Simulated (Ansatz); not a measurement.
Structure relaxation of Si2Sb

These are results of DFT r2SCAN, scalar-relativistic, plane waves, PAW (Ansatz 0.2.0), not measurements.

The start puts Si2Sb on the anti-rutile structure type (P4_2/mnm, No. 136), with Sb in place of Ti, Si in place of O, at a guessed volume.

The final relaxation ran on this input, with the default PAW datasets:

```yaml
crystal:
  lattice:
    - [6.3467191961, 0.0, 0.0]
    - [0.0, 6.3467191961, 0.0]
    - [0.0, 0.0, 4.0311013264]
  atoms:
    - { symbol: Si, position: [0.2999988289, 0.2999988289, 0.0] }
    - { symbol: Si, position: [0.2000011711, 0.7999988289, 0.5] }
    - { symbol: Si, position: [0.7000011711, 0.7000011711, 0.0] }
    - { symbol: Si, position: [0.7999988289, 0.2000011711, 0.5] }
    - { symbol: Sb, position: [0.0, 0.0, 0.0] }
    - { symbol: Sb, position: [0.5, 0.5, 0.5] }
basis:
  ecutwfc: 500
kpoints:
  mp_grid: { grid: [6, 6, 10] }
hamiltonian:
  xc: r2scan
scf:
  occupations: { method: gaussian, width: 0.1 }
output:
  forces: true
  stress: true
  eigenvalues: true
relax:
  adjacent_minimum: "off"
  f_tol: 0.01
  max_steps: 80
  cell: { stress_tol: 0.05 }
```

Launched as:

```bash
ansatz run input.yaml --threads 1 --pin off --max-ram 2560MiB --backend cpu --events-out ev --progress --plain --runs-dir out
```

The run took 100 s on 1 thread of Intel(R) Xeon(R) 6975P-C (Granite Rapids), on a shared host, peak memory 0.92 GiB.

The program printed at the end:

```
SCF converged after 5 iterations
Free energy (F): -15547.388564 eV
Harris-Foulkes:  -15547.388564 eV  (|F-HF|=5.46e-11)
Internal energy: -15547.373484 eV  (E = F + TS)
E sigma→0 (E₀):  -15547.381024 eV
Entropy (-TS):   -0.015081 eV (-2.513 meV/atom)
Fermi energy:    6.431037 eV
--- Per-component energies (eV) ---
  E_band       = -450.076668
  E_kinetic    = 560.089954
  E_local      = -4275.293608  (includes V_loc(G=0)·N_el)
  E_nonlocal   = 831.071518
  E_hartree    = 1916.866687
  E_xc         = -453.457016
  E_vxc        = -394.835851  (∫ρ·V_xc dr)
  E_paw        = -11282.437927  (= ΣΔE_a)
  E_vpaw       = -1026.482634  (= ΣTr[D̂ρ^β])
  E_aug_tail   = 0.000022  (compensation charges beyond the density's cutoff)
  E_vtau       = 21.640677  (kinetic-family band-sum trace: ∫τ·v_τ [+ j·A + Jᵃ·Aᵃ] dr)
  E_ewald      = -2844.919456
  E_core_change = 0.706342  (= ΣΔE_core)
  E_smearing   = -0.015081  (= −TS)
  E_closure    =  0.000000  (closes the sum)
  Σ components = -15547.388564   (vs F -15547.388564, Δ=0.00e0)
--- Forces (eV/Å), atoms counted from 1 ---
  atom   1  Si     0.00239832     0.00239832     0.00000000
  atom   2  Si    -0.00239832     0.00239832     0.00000000
  atom   3  Si    -0.00239832    -0.00239832     0.00000000
  atom   4  Si     0.00239832    -0.00239832     0.00000000
  atom   5  Sb     0.00000000     0.00000000     0.00000000
  atom   6  Sb     0.00000000     0.00000000     0.00000000
  max |Σ_I F_I| component: 6.94e-18 eV/Å
--- Stress (GPa, compression-positive) ---
       -0.014302       0.000000       0.000000
        0.000000      -0.014302       0.000000
        0.000000       0.000000       0.008630
  P = ⅓ Tr σ = -0.0067 GPa (-0.067 kbar)
--- Relaxed structure (5 steps of the walk, 5 accepted, 1 SCFs on fresh bases) ---
  F+E_penalty+E_count = -15547.38856425 eV   max|allowed force component| = 2.398e-3 eV/Å   (the final SCF, on the basis selected at the relaxed cell)
  cell:  # Å, volume = 162.9897 Å³
    - [6.230275, 0.000000, 0.0]
    - [0.000000, 6.230275, 0.0]
    - [0.0, 0.0, 4.198998]
  atoms:
    - { symbol: Si, position: [0.305314, 0.305314, 0.0] }
    - { symbol: Si, position: [0.194686, 0.805314, 0.500000] }
    - { symbol: Si, position: [0.694686, 0.694686, 0.0] }
    - { symbol: Si, position: [0.805314, 0.194686, 0.500000] }
    - { symbol: Sb, position: [0.000000, 0.000000, 0.0] }
    - { symbol: Sb, position: [0.5, 0.5, 0.500000] }
```

Total energies depend on the potentials used, so only differences within one code and one set of settings carry meaning.

The result has space group P4_2/mnm (No. 136). Si has 3 Sb at 2.69–2.71 Å; around Sb lie 6 Si at 2.69–2.71 Å.

Against the elements it lies at 1.19 eV/atom. Energies over the elements count from the elements' standard structures at the same level, with no empirical corrections.

For metals, differences of a few meV/atom aren't resolved. Spin–orbit coupling is left out.

Symmetry constrained the relaxation, so the result can be a saddle point.